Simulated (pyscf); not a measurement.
This saddle point was located with ωB97X-D3(BJ)/def2-SVP in PySCF.

```xyz
9

C     -0.2866     1.1035     0.0295
Si    -0.3220    -0.9347     0.8101
H      0.5974     1.3746     0.6152
H     -1.2846     1.3312     0.4166
H     -0.1697     0.7673    -1.0054
H      0.9544    -1.6344     0.4678
H     -1.4660    -1.6899     0.2129
H     -0.4792    -0.9091     2.2968
H     -0.2630     2.4647    -0.4917
```
Charge 0, spin multiplicity 2.

Surface: doublet, charge 0. Lowest wavenumbers (cm⁻¹): 1494i, 151, 277, 277, 502.

Q: What reaction is this the transition state of?

A: methylsilane (H₃C–SiH₃) + H atom (H•) ⇌ methane (CH₄) + silyl (SiH₃•), a substitution at C read from left to right: C–Si broken and C–H formed. At CCSD(T)/def2-TZVPP + ΔMP2(QZVPP) it lies +28.6 kcal/mol from the left side and +48.4 kcal/mol from the right (each side as separated species at their lowest minima found). The same reactants have a lower exit, to H₃C–SiH₂• + H₂ (barrier +4.7 kcal/mol at ωB97M-D3(BJ), against +28.5 kcal/mol here). One saddle was located; it need not be the lowest between these sides. The angle at the attacked C is 180°. The CCSD(T) − MP2 part came from Ansatz, without density fitting, on the same reference.
